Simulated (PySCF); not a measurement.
Compound: C4H6S.
SMILES: `C(CS)#CC`

Computed with TDDFT PBE0/def2-SVPD, vertical, gas phase, core orbitals frozen in the response (PySCF). Isolated species at its GFN2-xTB geometry (one conformer only). Torsions of this conformer, `[CH3:1][C:2]#[C:3][CH2:4][SH:5]`: H–S5–C4–C3 55°.

| state | E (eV) | λ (nm) | f | \|μ\| (D) | main configurations (H = HOMO, L = LUMO) |
| --- | --- | --- | --- | --- | --- |
| S1 | 5.29 | 234.2 | 0.0029 | 0.38 | H→L (92%) |
| S2 | 5.90 | 210.2 | 0.053 | 1.54 | H→L+1 (88%) |
| S3 | 6.07 | 204.4 | 0.017 | 0.85 | H-1→L (43%), H-2→L (30%) |
| S4 | 6.37 | 194.8 | 0.052 | 1.47 | H-2→L (50%), H-1→L (30%) |
| S5 | 6.56 | 189.1 | 0.0092 | 0.61 | H-1→L+1 (29%), H→L+3 (28%), H-1→L+3 (12%) |
| S6 | 6.65 | 186.5 | 0.012 | 0.68 | H-1→L+1 (49%), H→L+3 (26%), H→L+2 (11%) |

Triplets, Tamm–Dancoff:

```tsv
state	E (eV)	λ (nm)	main configurations (H = HOMO, L = LUMO)
T1	4.71	263.5	H→L (88%)
T2	5.16	240.3	H-1→L (26%), H-2→L (19%), H→L+1 (14%)
```

The lowest singlet comes at 234 nm (511 kJ/mol) in the ultraviolet; it is very weak; its leading configuration is HOMO→LUMO (92%). The largest oscillator strength of a single state is 0.053. Löwdin shares by element: HOMO sulfur 67%, carbon 23% or more; LUMO sulfur 48%, carbon 35% or more (atoms not listed hold the other 17%). The oscillator strengths of these states sum to 0.145; summed over the whole spectrum of an exact calculation they would give the number of electrons, 46 (Thomas–Reiche–Kuhn). The listed states span 1.35 eV, and the widest gap between neighbours is 0.60 eV (S1 to S2). Weighted by f, the mean energy of these states is 6.17 eV. Singlets were solved by full linear response, triplets in the Tamm–Dancoff approximation.
